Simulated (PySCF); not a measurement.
Process, species as SMILES: C=C (C2H4) → [CH-]=C + H+
B3LYP-D3(BJ)/def2-TZVP geometries, fixed; electronic energies without zero-point terms.
Largest species:
```xyz
6

C     -0.0012    -0.0058     0.6623
C      0.0012     0.0058    -0.6623
H      0.0167     0.9104     1.2401
H     -0.0212    -0.9321     1.2238
H      0.0212     0.9321    -1.2238
H     -0.0167    -0.9104    -1.2401
```
Charge 0, spin multiplicity 1.

Effect of the atomic grid (radial, angular points) at B3LYP/def2-SVP with PySCF, against the last row, where the deprotonation energy is 428.52 kcal/mol. Cost is core time over that of atom_grid: 75, 302, unpruned, rough, on shared machines of one kind; a dash marks a row that isn't timed (too short, read off another run, short of memory, by another algorithm or on other hardware).

```csv
setting,"grid points, largest species",largest shift of a total energy (mEh),shift of the deprotonation energy (kcal/mol),cost
"atom_grid: 30, 110, unpruned",19800,-0.026,-0.017,-
"atom_grid: 50, 194, unpruned",58200,-0.003,0.001,0.6×
"atom_grid: 75, 302, unpruned",135904,0.000,0.000,1×
"atom_grid: 99, 590, unpruned",350464,0.000,0.000,2×
"atom_grid: 150, 974, unpruned",876600,0.000,0.000,6×
```

Within 0.02 kcal/mol in the deprotonation energy: atom_grid: 30, 110, unpruned; atom_grid: 50, 194, unpruned; atom_grid: 75, 302, unpruned; atom_grid: 99, 590, unpruned. The largest shift is 0.026 mEh in a total energy and 0.017 kcal/mol in the difference.
